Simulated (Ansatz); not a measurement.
## Heat of formation of HS (SMILES [SH]) from total energies

HS has 2 atoms, charge 0, and is taken as a doublet. As SMILES, `[SH]`. The coordinates come from a PBE0-D4/def2-TZVP relaxation.

```xyz
2

S     0.5746   -0.1878    0.2955
H    -0.5746    0.1878   -0.2955
```

Total energies at U-wB97X/def2-TZVPPD (Ansatz 0.2.0); the atoms run unrestricted:

| species | state | energy (Eh) |
| --- | --- | --- |
| HS | doublet | -398.750236 |
| S | triplet | -398.108505 |
| H | doublet | -0.501393 |

Harmonic wavenumbers at UPBE0-D4/def2-TZVP, in cm⁻¹: 2705.

Measured heats of formation of the gaseous atoms at 298.15 K, in kJ/mol: S 277.0, H 218.0. Spin-orbit lowering of the atoms at 298 K (mean of the ground term's levels less their thermal mean, from spectra), in kJ/mol: S 1.88. Take 1 Eh = 2625.50 kJ/mol, 1 cm⁻¹ = 0.0119627 kJ/mol, RT = 2.479 kJ/mol.

Task: What heat of formation follows?

Result: 
1. Electronic atomisation energy: (-398.108505) + (-0.501393) − (-398.750236) = 0.140338 Eh = 368.5 kJ/mol.
2. Zero-point energy: half the sum of the wavenumbers, 1352.5 cm⁻¹ = 16.2 kJ/mol.
3. Thermal vibrational enthalpy, Σ hcν̃/(exp(hcν̃/kT) − 1): 0.0 kJ/mol. Translation, rotation and pV of a linear molecule: 3.5 RT = 8.7 kJ/mol.
4. The 2 free atoms carry 5/2 RT each: 12.4 kJ/mol.
5. Spin-orbit coupling lowers the free atoms by 1.88 = 1.9 kJ/mol.
6. Atomisation enthalpy at 298 K: 368.5 − 1.9 − 16.2 − 0.0 − 8.7 + 12.4 = 354.1 kJ/mol.
7. Sum of the atoms' heats of formation: 495.0 kJ/mol. Heat of formation: 495.0 − 354.1 = +140.9 kJ/mol.

No measured value is set beside it here. Anharmonicity and any spin-orbit splitting of the molecule are left out.
